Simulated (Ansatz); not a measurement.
**CH₃AlN radical (SMILES [CH]1[NH][AlH]1): one structure at several levels**

A test off equilibrium: a structure displaced at random from a GFN2-xTB minimum is computed at several levels, and each is set against CCSD(T).

Method: single points in def2-TZVPP; program: Ansatz 0.2.0, Gaussian basis.

Cores are frozen in the correlated methods. Orbitals are unrestricted. B3LYP uses VWN-RPA correlation.

### Step 1. Starting geometry

SMILES `[CH]1[NH][AlH]1`, 6 atoms, charge 0, spin multiplicity 2.

Atoms are counted from 1 here; the program's logs count them from 0.

Bond lengths: C1–N2 1.225 Å, C1–Al3 2.059 Å, C1–H4 1.130 Å, N2–Al3 1.954 Å, N2–H5 1.034 Å, Al3–H6 1.531 Å. Angles: N2–C1–Al3 67.6°, N2–C1–H4 121.0°, Al3–C1–H4 166.8°, C1–N2–Al3 77.0°, C1–N2–H5 119.1°, Al3–N2–H5 160.5°, C1–Al3–N2 35.4°, C1–Al3–H6 127.4°, N2–Al3–H6 104.0°.

As a file:

```xyz
6
CH3AlN
C    -0.3584   -0.8450   -0.2552
N     0.2612    0.1669   -0.5588
Al    0.6280   -0.0184    1.3515
H    -1.0982   -1.3115   -0.9708
H     0.0915    0.6022   -1.4811
H     0.4905    1.4066    1.8943
```

### Step 2. CCSD(T)/def2-TZVPP

File run/in.yaml:

```yaml
crystal:
  periodic: [false, false, false]
  atoms:
    - {symbol: C, position_ang: [-0.358400, -0.845000, -0.255200]}
    - {symbol: N, position_ang: [0.261200, 0.166900, -0.558800]}
    - {symbol: Al, position_ang: [0.628000, -0.018400, 1.351500]}
    - {symbol: H, position_ang: [-1.098200, -1.311500, -0.970800]}
    - {symbol: H, position_ang: [0.091500, 0.602200, -1.481100]}
    - {symbol: H, position_ang: [0.490500, 1.406600, 1.894300]}
basis:
  gaussian: {orbitals: def2-TZVPP}
magnetization: {spin_polarized: true, initial_magnetization: 1}
correlation: {method: ccsd_t}
scf: {omitted_lower_state_checks: [cluster_reference]}
output: {forces: true}
```

No record of the launch command was kept for these runs.

### Step 3. PBE0-D4/def2-TZVPP

run/in.yaml, as its differences from that of step 2:

```diff
@@ -12,4 +12,3 @@
 magnetization: {spin_polarized: true, initial_magnetization: 1}
-correlation: {method: ccsd_t}
-scf: {omitted_lower_state_checks: [cluster_reference]}
-output: {forces: true}
+hamiltonian: {xc: pbe0, dispersion: d4}
+output: {forces: true, orbitals: {seedname: orbitals}}
```

### Step 4. wB97M-V/def2-TZVPP

run/in.yaml, as its differences from that of step 3:

```diff
@@ -12,3 +12,3 @@
 magnetization: {spin_polarized: true, initial_magnetization: 1}
-hamiltonian: {xc: pbe0, dispersion: d4}
-output: {forces: true, orbitals: {seedname: orbitals}}
+hamiltonian: {xc: {name: wB97M-V}}
+output: {forces: true}
```

### Step 5. r2SCAN-D4/def2-TZVPP

run/in.yaml, as its differences from that of step 4:

```diff
@@ -12,3 +12,3 @@
 magnetization: {spin_polarized: true, initial_magnetization: 1}
-hamiltonian: {xc: {name: wB97M-V}}
+hamiltonian: {xc: r2scan, dispersion: d4}
 output: {forces: true}
```

### Step 6. PBE-D4/def2-TZVPP

run/in.yaml, as its differences from that of step 5:

```diff
@@ -12,3 +12,3 @@
 magnetization: {spin_polarized: true, initial_magnetization: 1}
-hamiltonian: {xc: r2scan, dispersion: d4}
+hamiltonian: {xc: pbe, dispersion: d4}
 output: {forces: true}
```

### Step 7. SPW92/def2-TZVPP

run/in.yaml, as its differences from that of step 6:

```diff
@@ -12,3 +12,3 @@
 magnetization: {spin_polarized: true, initial_magnetization: 1}
-hamiltonian: {xc: pbe, dispersion: d4}
+hamiltonian: {xc: lda}
 output: {forces: true}
```

### Step 8. B3LYP-D4/def2-TZVPP

run/in.yaml, as its differences from that of step 7:

```diff
@@ -12,3 +12,3 @@
 magnetization: {spin_polarized: true, initial_magnetization: 1}
-hamiltonian: {xc: lda}
+hamiltonian: {xc: {name: B3LYP}, dispersion: d4}
 output: {forces: true}
```

(Steps that only read results are left out.)

What does the calculation give? Wanted: energy less free atoms, CCSD(T)/def2-TZVPP; RMS force component; RMS force error; HOMO and LUMO, PBE0-D4; T1 diagnostic.

The runs gave:

| quantity | value |
| --- | --- |
| energy less free atoms, CCSD(T)/def2-TZVPP | -1796.4 kJ/mol |
| RMS force component | 1.514 to 1.982 eV/Å over the methods |
| RMS force error | PBE0-D4 0.352, wB97M-V 0.261, r2SCAN-D4 0.316, PBE-D4 0.278, SPW92 0.544, B3LYP-D4 0.332 eV/Å |
| HOMO and LUMO, PBE0-D4 | -4.69 and -1.38 eV |
| T1 diagnostic | 0.017 |

What this shows: Against CCSD(T) the functionals' energies less atoms differ by -378.7 to -76.8 kJ/mol, PBE-D4 by -132.4 kJ/mol. The reference is not at the basis limit: in triple zeta CCSD(T) underbinds, which counts against methods that bind more; the gaps are no ranking. For forces wB97M-V does best and SPW92 worst. Frozen-core CCSD(T) forces in triple zeta carry basis errors of their own, and this is one geometry, so small gaps rank nothing.
